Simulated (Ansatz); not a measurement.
Results of LDA (Ansatz, a program for electronic structure, PAW) for bcc Fe.

Run with plane-wave cutoff 520 eV, 32×32×32 k mesh, Fermi–Dirac smearing 0.041 eV (set by the program), spin-polarised with parallel moments, scalar-relativistic PAW data made under PBE.

The cell has the measured lattice: a = b = c = 2.866 Å, α = β = γ = 90.00°.

Question: Estimate the Poisson ratio, Voigt–Reuss–Hill bulk modulus and Voigt–Reuss–Hill shear modulus (Hill average) that the calculation returns.

Answer: 
Poisson ratio: 0.279
Voigt–Reuss–Hill bulk modulus: 131 GPa
Voigt–Reuss–Hill shear modulus (Hill average): 67.9 GPa

Note: the cell isn't this level's own, so it is under some stress, which shifts stiffness and frequencies.

Elastic constants are with the ions relaxed.

Static lattice: no zero-point or thermal effects.
